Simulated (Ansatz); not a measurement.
A ladder of methods for PH2F (phosphinous fluoride(8ci,9ci))

The species is PH2F (4 atoms), meant as a singlet with charge 0. As SMILES, `FP`. The coordinates come from a GFN2-xTB relaxation.

```
atom    x (Å)    y (Å)    z (Å)
   F   1.1605   0.6688  -0.2227
   P  -0.0720  -0.3691  -0.4797
   H  -1.0539   0.5743  -0.1296
   H  -0.0346  -0.8740   0.8319
```

Quantity: the energy change with the P2–H3 bond stretched from 1.406 to 1.757 Å, in eV. The values are calculated.

| level | kind | program | value (eV) | less FCI/STO-3G | CPU time (all runs) |
| --- | --- | --- | --- | --- | --- |
| r2SCAN/STO-3G (restricted) | meta-GGA | Ansatz | 0.81 | -0.05 | 3 s |
| B3LYP/STO-3G (restricted) | global hybrid | Ansatz | 0.85 | -0.01 | 1.3 s |
| r2SCAN0/STO-3G (restricted) | hybrid meta-GGA | Ansatz | 1.00 | +0.14 | 3.1 s |
| CAM-B3LYP/STO-3G (restricted) | range-separated hybrid | Ansatz | 0.98 | +0.12 | 1.4 s |
| HSE06/STO-3G (restricted) | range-separated hybrid | Ansatz | 0.92 | +0.06 | 1.6 s |
| wB97X/STO-3G (restricted) | range-separated hybrid | Ansatz | 1.02 | +0.16 | 5.2 s |
| BCCD(T)/STO-3G (restricted) | coupled cluster or CI | Ansatz | 0.86 | 0.00 | 0.23 s |
| CCSDT/STO-3G (restricted) | coupled cluster or CI | Ansatz | 0.86 | 0.00 | 0.29 s |
| FCI/STO-3G | exact in the basis | Ansatz | 0.86 | 0.00 | 0.4 s |

FCI/STO-3G is exact within its basis and frozen core, so for wave-function methods in that basis the difference is their error; functionals converge differently with the basis, so for them it is only a difference. The first shape isn't each level's own minimum. The values span 0.81 to 1.02 eV. All rows use very small basis sets, so none should be taken for the real molecule's value. Times are those of the runs behind each value, whatever else they computed, on shared processors of several kinds: orders of magnitude only.
